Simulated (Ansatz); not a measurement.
Species: COS, charge 0, singlet. COS (sulfanylidenemethanone, SMILES O=C=S).
B3LYP-D3(BJ)/def2-TZVP minimum from Ansatz (a program for electronic structure):
```
C
O 1 1.1555
S 1 1.5622 2 180.00
```

Total energies in cc-pV(D+d)Z, 16 correlated electrons, 7 frozen orbitals. Open shells are spin-unrestricted; no spin-orbit coupling. Cores are frozen in correlated methods. No relativity.

```csv
method,program,energy (Eh),minus CCSDTQ (mEh)
HF,Ansatz,-510.29551,465.96
MP2,Ansatz,-510.73245,29.02
CCSD,Ansatz,-510.73874,22.74
CCSD(T),Ansatz,-510.75909,2.38
CCSDT(Q),Ansatz,-510.76172,-0.25
CCSDTQ,Ansatz,-510.76147,0.00
```

Rough core times of Ansatz's runs on a shared machine: CCSD(T) under 20 s, CCSDT(Q) under 20 s, CCSDTQ 20 min.
